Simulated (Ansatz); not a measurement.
# CHSi+ (triplet): the correlation ladder, cc-pVTZ

An exercise on one series of results from a longer session: the logs are not shown, and one member is left open.

Program: Ansatz 0.2.0, Gaussian basis. Level of theory: cc-pVTZ, core rule «outside noble gas», up to 6 orbitals frozen. These are calculated values, not measurements.

Plan: UHF; CCSD(T) on ROHF; CCSD(T) on UHF; BCCD(T) on ROHF; CCSDT(Q) on ROHF; CCSDT(Q) on UHF; CASSCF and MRCISD+Q, 8 electrons in 9 orbitals; CASSCF and MRCISD+Q(relaxed), 8 electrons in 9 orbitals; CASSCF and NEVPT2, 8 electrons in 9 orbitals.

5 further runs of the same task are left out: 5 set aside as unsound or not needed.

### The system

The geometry is a PBE0/def2-TZVP stationary point (not a proven minimum) of the parent state, kept for this charge and spin.

3 atoms, charge 1, spin multiplicity 3.

Atoms are counted from 1 here; the program's logs count them from 0.

Bond lengths: Si1–C2 1.893 Å, C2–H3 1.096 Å. Angles: Si1–C2–H3 133.1°.

Coordinates:

```xyz
3
charge 1, multiplicity 3
Si    0.0000    0.0326    0.6172
C     0.0000   -0.1270   -1.2686
H     0.0000    0.6065   -2.0825
```

Set-up of the first run:

Input file in.yaml:

```yaml
crystal:
  periodic: [false, false, false]
  atoms:
    - {symbol: Si, position_ang: [0.000000, 0.032553, 0.617233]}
    - {symbol: C, position_ang: [0.000000, -0.127023, -1.268554]}
    - {symbol: H, position_ang: [0.000000, 0.606549, -2.082531]}
basis:
  gaussian: {orbitals: cc-pVTZ}
total_charge: 1
magnetization: {spin_polarized: true, initial_magnetization: 2}
hamiltonian: {xc: hf}
output: {orbitals: {seedname: orbitals}}
```

Run with:

```bash
> ansatz run in.yaml --threads 1 --pin off --events-out ev --progress --plain --max-ram 2816MiB --backend cpu
```

Steps of the session up to this table: UHF; CCSD(T) on ROHF; CCSD(T) on UHF; BCCD(T) on ROHF; CCSDT(Q) on ROHF; CCSDT(Q) on UHF; CASSCF and MRCISD+Q, 8 electrons in 9 orbitals; CASSCF and MRCISD+Q(relaxed), 8 electrons in 9 orbitals; CASSCF and NEVPT2, 8 electrons in 9 orbitals.

One table of the session follows, with a row left open; its other results are not shown here.

```
                   method  from UCCSDT(Q) (meV)
                     ROHF               +5998.7
                      UHF               +5746.5
                     RMP2               +1189.0
                     UMP2               +1253.8
                    RCCSD                +295.2
                    UCCSD                +290.5
                 RCCSD(T)                 +60.2
                 UCCSD(T)                 +61.7
                  BCCD(T)                 +59.3
                   RCCSDT                     ?
                   UCCSDT                 +14.9
                RCCSDT(Q)                  +2.4
                UCCSDT(Q)                     0
           CASSCF valence               +3708.4
           NEVPT2 valence                +796.9
           MRCISD valence                +242.4
         MRCISD+Q valence                 +39.5
MRCISD+Q(relaxed) valence                  -3.8
```

Estimate the missing values for RCCSDT.

**Answer.** from UCCSDT(Q) (meV): +16.2. In the column «from UCCSDT(Q) (meV)» it lies between UCCSDT (+14.9) and MRCISD+Q valence (+39.5).

Some runs used a GPU and others CPU threads alone; cost is compared among the CPU runs only.

Among the levels timed on like hardware, those that no quicker one beats, quickest first: UCCSD(T) (4.1 s, +61.7 meV); BCCD(T) (5.5 s, +59.3 meV).

To keep in mind: Of the multireference levels listed MRCISD+Q(relaxed) valence comes nearest in total energy (-3.8 meV), which doesn't show that its space is the better one. Restricted and unrestricted rows rest on different reference determinants; where their highest levels disagree by more than a few hundredths of an eV, they describe different states and don't form one ladder.
